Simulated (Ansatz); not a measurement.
How methods differ on PO (Phosphorus monoxide)

PO: 2 atoms, total charge 0, spin state doublet. SMILES: `O=[P]`. The shape is that of a GFN2-xTB optimisation.

```xyz
2

O     0.0000    0.0000    0.0000
P     0.0000    0.0000    1.4551
```

Each level gives the energy change with the O1–P2 bond stretched from 1.455 to 1.819 Å (eV). The values are calculated.

| level | kind | program | value (eV) | less FCI/STO-3G | CPU time (all runs) |
| --- | --- | --- | --- | --- | --- |
| UHF/STO-3G | Hartree–Fock | Ansatz | -0.43 | -0.96 | 0.33 s |
| U-revPBE/STO-3G | GGA | Ansatz | 0.61 | +0.08 | 2.9 s |
| UBLYP/STO-3G | GGA | Ansatz | 0.59 | +0.06 | 2.8 s |
| UPBE/STO-3G | GGA | Ansatz | 0.68 | +0.15 | 3 s |
| UBCCD(T)/STO-3G | coupled cluster or CI | Ansatz | 0.64 | +0.11 | 1.2 s |
| UCCSD/STO-3G | coupled cluster or CI | Ansatz | 0.57 | +0.04 | 0.88 s |
| UCCSDT(Q)/STO-3G | coupled cluster or CI | Ansatz | 0.56 | +0.03 | 3.3 s |
| UCCSDTQ/STO-3G | coupled cluster or CI | Ansatz | 0.54 | +0.01 | 59 s |
| FCI/STO-3G | exact in the basis | Ansatz | 0.53 | 0.00 | 0.85 s |

FCI/STO-3G is exact within its basis and frozen core, so for wave-function methods in that basis the difference is their error; functionals converge differently with the basis, so for them it is only a difference. The first shape isn't each level's own minimum. The values span -0.43 to 0.68 eV. Spin contamination of the reference (⟨S²⟩ at least 0.1 too high) touches UHF/STO-3G, UBCCD(T)/STO-3G, UCCSD/STO-3G, UCCSDT(Q)/STO-3G, UCCSDTQ/STO-3G. All rows use very small basis sets, so even the best lies far from the true value. CPU times are rough (shared hosts, several kinds of processor): they show what a rung costs within a factor of a few.
